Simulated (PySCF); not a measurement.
**Gas-phase thermal properties of CH3Cl**

Computed with PySCF (xtb for GFN2) and rigid-rotor harmonic-oscillator thermochemistry at 1 bar. 'Table' is the NASA 1993 thermochemical table (part measured, part estimated). 6-31G* has spherical d functions here. All species are closed-shell singlets. B3LYP is the form with VWN-RPA correlation. The harmonic model lacks anharmonicity and excited electronic states, which grow with temperature; levels with a mode under 35 cm⁻¹ are left out.

```json
[
 {"level": "table", "point group": "-", "σ": "-", "ZPE (kJ/mol)": "-", "S°298 (J/mol/K)": "234.3", "Cp298 (J/mol/K)": "40.7", "S°1000 (J/mol/K)": "305.3", "H1000 − H298 (kJ/mol)": "43.9"},
 {"level": "B3LYP/6-31G*", "point group": "C3v", "σ": "3", "ZPE (kJ/mol)": "100.1", "S°298 (J/mol/K)": "234.5", "Cp298 (J/mol/K)": "40.4", "S°1000 (J/mol/K)": "304.3", "H1000 − H298 (kJ/mol)": "43.1"},
 {"level": "GFN2-xTB", "point group": "C3v", "σ": "3", "ZPE (kJ/mol)": "95.9", "S°298 (J/mol/K)": "234.5", "Cp298 (J/mol/K)": "41.2", "S°1000 (J/mol/K)": "305.9", "H1000 − H298 (kJ/mol)": "44.2"},
 {"level": "HF/6-31G*", "point group": "C3v", "σ": "3", "ZPE (kJ/mol)": "106.8", "S°298 (J/mol/K)": "233.7", "Cp298 (J/mol/K)": "38.9", "S°1000 (J/mol/K)": "300.7", "H1000 − H298 (kJ/mol)": "41.5"},
 {"level": "PBE/def2-SVP", "point group": "C3v", "σ": "3", "ZPE (kJ/mol)": "95.8", "S°298 (J/mol/K)": "234.8", "Cp298 (J/mol/K)": "41.3", "S°1000 (J/mol/K)": "306.6", "H1000 − H298 (kJ/mol)": "44.4"},
 {"level": "PBE0/def2-TZVP", "point group": "C3v", "σ": "3", "ZPE (kJ/mol)": "99.3", "S°298 (J/mol/K)": "234.1", "Cp298 (J/mol/K)": "40.3", "S°1000 (J/mol/K)": "304.3", "H1000 − H298 (kJ/mol)": "43.4"}
]
```
σ: rotational symmetry number. Electronic degeneracy used: 1. Frequencies are unscaled.
